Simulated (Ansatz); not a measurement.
Two shapes of singlet CH2S.

Shape 1:

```xyz
4

C     0.0000    0.0000   -1.0216
S     0.0000    0.0000    0.5847
H     0.0000   -0.9297   -1.6128
H     0.0000    0.9297   -1.6128
```

Shape 2:

```xyz
4

C     0.0000    0.0000   -0.9399
S     0.0000    0.0000    0.5379
H     0.0000   -0.8553   -1.4837
H     0.0000    0.8553   -1.4837
```

Basis set: 6-31G* (spherical functions). Left uncorrelated: 6 orbitals. Charge 0, multiplicity 1.

Computed with Ansatz (development build ahead of 0.2.0); each method stands on the lowest determinant of its kind that the runs found.

(1) Which shape is lower in energy, and by how much in each method?

Answers

(1)

```tsv
method	E(2) − E(1) (eV)
RHF	0.618
RHF-MP2	0.811
```

Shape 1 is lower. Caution: no unrestricted run beside it, a lower state can exist.
